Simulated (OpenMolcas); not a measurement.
**One shape, several levels: [BH3]− (SMILES [BH3-])**

We compute a comparison of 5 runs (UHF/def2-SVP, UB3LYP/6-31G*, UM06-2X/6-31+G*, ROMP2/cc-pVDZ, ROMP2/6-311G**) of [BH3]−. 

Program for the calculation: OpenMolcas 26.06.

7 further runs of the same task are left out: 2 that didn't finish, 5 set aside as unsound or not needed.

### 1 The structure to begin with

The species is [BH3]− (4 atoms), meant as a doublet with charge -1. As SMILES, `[BH3-]`. Geometry: relaxed at GFN2-xTB.

Bond lengths: B1–H2 1.254 Å, B1–H3 1.254 Å, B1–H4 1.254 Å. Angles: H2–B1–H3 111.5°, H2–B1–H4 111.5°, H3–B1–H4 111.5°.

### 2 Energy and forces at UHF/def2-SVP (run 1)

Contents of job.input:

```
&gateway
baslib=$CurrDir
basisset
B.def2-SVP....
B1 0.150430 -0.037330 -0.233800 angstrom
End of Basis
basisset
H.def2-SVP....
H2 0.917080 0.452560 0.628490 angstrom
H3 -0.279230 -1.161080 0.118390 angstrom
H4 -0.788270 0.745860 -0.513080 angstrom
End of Basis
&seward
&scf
uhf
charge=-1
spin=2
thresholds=1e-10 1e-07 1e-07 1e-05
prorbitals=1 1
&alaska
```

The basis set def2-SVP is read from a file made from the Basis Set Exchange's data (not shown).

Run with:

```console
$ export MOLCAS_MEM=1860
$ pymolcas job.input > job.log
```

What it wrote:

```text
--- Start Module: gateway ---
[...]
--- Stop Module: gateway /rc=_RC_ALL_IS_WELL_ ---
[...]
      Basis functions           29
[...]
--- Start Module: scf ---
[...]
       Convergence after  15 Iterations
[...]
::    Total SCF energy                                -26.3264000865
[...]
      Total spin, S                                     0.5033752932
[...]
      Total electronic charge=    9.000000
      Total            charge=   -1.000000
[...]
      Dipole Moment (debye):
      Origin of the operator (angstrom)=    0.1072   -0.0266   -0.1666
                   X= -1.8010E-01               Y=  4.4766E-02               Z=  2.8353E-01           Total=  3.3886E-01
      Center of Charge (angstrom)
[...]
--- Stop Module: scf /rc=_RC_ALL_IS_WELL_ ---
[...]
--- Start Module: alaska ---
[...]
 *              Molecular gradients               *
 **************************************************
  Irreducible representation: a
 ------------------------------------------------------------------------------------------
                              X                       Y                       Z
 ------------------------------------------------------------------------------------------
  B1                1.00771094614104E-02   -2.51580170241461E-03   -1.53823710057538E-02
  H2               -1.45955801915487E-03    1.64153825015845E-03    6.18763689699087E-03
  H3               -3.77115237359416E-03   -1.39606668505987E-03    5.21397606300217E-03
  H4               -4.84639906866136E-03    2.27033013731537E-03    3.98075804576209E-03
 ------------------------------------------------------------------------------------------
--- Stop Module: alaska /rc=_RC_ALL_IS_WELL_ ---
[...]
```

Run time: 3.6 s. Hardware: 1 thread of Arm Neoverse N1, shared host; peak memory 0.37 GiB.

### 3 Energy and gradient at UB3LYP/6-31G(d) (Cartesian functions) (run 2)

Contents of calc.inp:

```
* BH3 Kohn-Sham DFT

&GATEWAY
  BasLib
  $CurrDir
  Coord
  4
  angstrom
  B        0.150430      -0.037330      -0.233800
  H        0.917080       0.452560       0.628490
  H       -0.279230      -1.161080       0.118390
  H       -0.788270       0.745860      -0.513080
  Basis
  6-31Gs
  Group
  NoSym

&SEWARD
  GridInput
  Grid=UltraFine
  End of Grid

&SCF
  UHF
  Charge
  -1
  Spin
  2
  KSDFT
  B3LYP
  Thresholds
  1e-10 1e-07 1e-07 1e-05
  PrOrbitals
  1 2

&ALASKA
```

The basis set 6-31G* is read from a file made from the Basis Set Exchange's data (not shown).

Run with:

```console
$ export MOLCAS_MEM=1860
$ pymolcas calc.inp > calc.log
```

What it wrote:

```text
--- Start Module: gateway ---
[...]
--- Stop Module: gateway /rc=_RC_ALL_IS_WELL_ ---
[...]
      Basis functions           21
[...]
--- Start Module: scf ---
[...]
       Convergence after  14 Iterations
[...]
::    Total KS-DFT energy                             -26.5742572569
[...]
      Total spin, S                                     0.5011891645
[...]
      Total electronic charge=    9.000000
      Total            charge=   -1.000000
[...]
      Dipole Moment (debye):
      Origin of the operator (angstrom)=    0.1072   -0.0266   -0.1666
                   X= -4.9759E-02               Y=  1.2286E-02               Z=  8.0161E-02           Total=  9.5146E-02
      Center of Charge (angstrom)
[...]
--- Stop Module: scf /rc=_RC_ALL_IS_WELL_ ---
[...]
--- Start Module: alaska ---
[...]
 *              Molecular gradients               *
 **************************************************
  Irreducible representation: a
 ------------------------------------------------------------------------------------------
                              X                       Y                       Z
 ------------------------------------------------------------------------------------------
  B1                9.95676343389362E-03   -2.48503895064892E-03   -1.52121764393203E-02
  H2                8.02033570947214E-04    2.64625782002892E-03    7.39651040449685E-03
  H3               -4.25936611376998E-03   -4.10765075082709E-03    5.24995232871972E-03
  H4               -6.49943089107174E-03    3.94643188144728E-03    2.56571370610437E-03
 ------------------------------------------------------------------------------------------
--- Stop Module: alaska /rc=_RC_ALL_IS_WELL_ ---
[...]
```

It took 12 s on 1 thread of Arm Neoverse N1, shared host; peak memory 0.37 GiB.

Run 3 isn't shown in full; the table further down has it.

### 4 A single-point energy at ROMP2/cc-pVDZ (run 4)

Contents of run.input:

```
&GATEWAY
BasLib=$CurrDir
Coord
4
angstrom
B        0.150430      -0.037330      -0.233800
H        0.917080       0.452560       0.628490
H       -0.279230      -1.161080       0.118390
H       -0.788270       0.745860      -0.513080
Basis=cc-pVDZ
Group=NoSym
&SEWARD
&SCF
UHF
Charge=-1
Spin=2
Thresholds=1e-10 1e-07 1e-07 1e-05
PrOrbitals=1
&RASSCF
FileOrb=$Project.UnaOrb
Spin=2
Nactel=1 0 0
Inactive=4
Ras2=1
OutOrbitals=Canonical
OrbListing=NoCore
&CASPT2
IPEA=0.0
Frozen=1
```

The basis set cc-pVDZ is read from a file made from the Basis Set Exchange's data (not shown).

Run with:

```console
$ export MOLCAS_MEM=1860
$ pymolcas run.input > run.log
```

What it wrote:

```text
--- Start Module: gateway ---
[...]
--- Stop Module: gateway /rc=_RC_ALL_IS_WELL_ ---
[...]
      Basis functions           29
[...]
       Convergence after  16 Iterations
[...]
::    Total SCF energy                                -26.3449106082
[...]
      Total spin, S                                     0.5035217966
[...]
--- Start Module: rasscf ---
[...]
      Number of active orbitals                  1
[...]
      Spin quantum number                      0.5
[...]
      Active orbitals                            1
[...]
      Number of CSFs                             1
[...]
      Number of root(s) required                 1
[...]
      Convergence after  7 iterations
[...]
      printout of CI-coefficients larger than  0.05 for root  1
      energy=     -26.342974
      conf/sym  1     Coeff  Weight
             1  u   1.00000 1.00000
      Natural orbitals and occupation numbers for root  1
      sym 1:   1.000000
      ************************************************************************************************************************
      *                                                    Final results                                                     *
[...]
::    RASSCF root number  1 Total energy:    -26.34297435
[...]
      Total electronic charge=    9.000000
      Total            charge=   -1.000000
[...]
      Dipole Moment (debye):
      Origin of the operator (angstrom)=    0.1072   -0.0266   -0.1666
                   X= -8.2543E-02               Y=  2.0416E-02               Z=  1.3155E-01           Total=  1.5664E-01
      Center of Charge (angstrom)
[...]
--- Stop Module: rasscf /rc=_RC_ALL_IS_WELL_ ---
[...]
--- Start Module: caspt2 ---
[...]
      E2 (Variational):          -0.1127507581
      Total energy:             -26.4557251099
[...]
      Reference weight:           0.95184
[...]
::    CASPT2 Root  1     Total energy:    -26.45572511
[...]
```

It took 4.5 s on 1 thread of Arm Neoverse N1, shared host; peak memory 0.37 GiB.

### 5 A single-point energy at ROMP2/6-311G(d,p) (run 5)

Contents of mol.xyz:

```xyz
4

B      0.150430    -0.037330    -0.233800
H      0.917080     0.452560     0.628490
H     -0.279230    -1.161080     0.118390
H     -0.788270     0.745860    -0.513080
```

Contents of test.inp:

```
* BH3 ROMP2
>>> EXPORT MOLCAS_PRINT=2

&gateway
  baslib=$CurrDir
  coord=mol.xyz
  basis=6-311Gss
  group=NoSym

&seward

&scf
  uhf
  charge=-1
  spin=2
  thresholds=1e-10 1e-07 1e-07 1e-05
  prorbitals=0

&rasscf
  fileorb=$Project.UnaOrb
  spin=2
  nactel=1 0 0
  inactive=4
  ras2=1
  outorbitals=Canonical
  orblisting=Nothing

&caspt2
  ipea=0.0
  frozen=1
```

The basis set 6-311G** is read from a file made from the Basis Set Exchange's data (not shown).

Run with:

```console
$ export MOLCAS_MEM=1860
$ pymolcas test.inp > test.log
```

What it wrote:

```text
--- Start Module: gateway ---
[...]
--- Stop Module: gateway /rc=_RC_ALL_IS_WELL_ ---
[...]
      Basis functions           36
[...]
       Convergence after  16 Iterations
[...]
::    Total SCF energy                                -26.3523910852
[...]
      Total spin, S                                     0.5034919332
[...]
--- Start Module: rasscf ---
[...]
      Number of active orbitals                  1
[...]
      Spin quantum number                      0.5
[...]
      Active orbitals                            1
[...]
      Number of CSFs                             1
[...]
      Number of root(s) required                 1
[...]
      Convergence after  7 iterations
[...]
      printout of CI-coefficients larger than  0.05 for root  1
      energy=     -26.350491
      conf/sym  1     Coeff  Weight
             1  u   1.00000 1.00000
      Natural orbitals and occupation numbers for root  1
      sym 1:   1.000000
      ************************************************************************************************************************
      *                                                    Final results                                                     *
[...]
::    RASSCF root number  1 Total energy:    -26.35049119
[...]
      Total electronic charge=    9.000000
      Total            charge=   -1.000000
[...]
      Dipole Moment (debye):
      Origin of the operator (angstrom)=    0.1072   -0.0266   -0.1666
                   X= -4.3353E-02               Y=  1.0707E-02               Z=  7.0795E-02           Total=  8.3702E-02
      Center of Charge (angstrom)
[...]
--- Stop Module: rasscf /rc=_RC_ALL_IS_WELL_ ---
[...]
--- Start Module: caspt2 ---
[...]
      E2 (Variational):          -0.1183495058
      Total energy:             -26.4688406920
[...]
      Reference weight:           0.95105
[...]
::    CASPT2 Root  1     Total energy:    -26.46884069
[...]
```

Wall time 4.8 s (1 thread of Arm Neoverse N1, shared host); peak memory 0.37 GiB.

### 6 All runs side by side

| run | level | Cartesian functions | integration grid | energy (Eh) | HOMO energy (eV) | LUMO energy (eV) | ⟨S²⟩ | wall time |
| --- | --- | --- | --- | --- | --- | --- | --- | --- |
| 1 | UHF/def2-SVP | no | – | -26.326400 | -0.63 | 10.05 | 0.757 | 3.6 s |
| 2 | UB3LYP/6-31G* (Cartesian functions) | yes | UltraFine | -26.574257 | 3.21 | 7.03 | 0.752 | 12 s |
| 3 | UM06-2X/6-31+G* (spherical functions) | no | UltraFine | -26.572359 | 0.78 | 3.05 | 0.754 | 17 s |
| 4 | ROMP2/cc-pVDZ | no | – | -26.455725 | – | – | – | 4.5 s |
| 5 | ROMP2/6-311G** | no | – | -26.468841 | – | – | – | 4.8 s |

### 7 What came out

| quantity | value |
| --- | --- |
| run 5: total energy | -26.46884 Eh |

In words: Totals of different functionals can't be ranked against each other. In runs 2, 3 the HOMO lies above zero, so the outermost electron may be held by the basis alone. All runs together took 42 s, the longest 17 s.
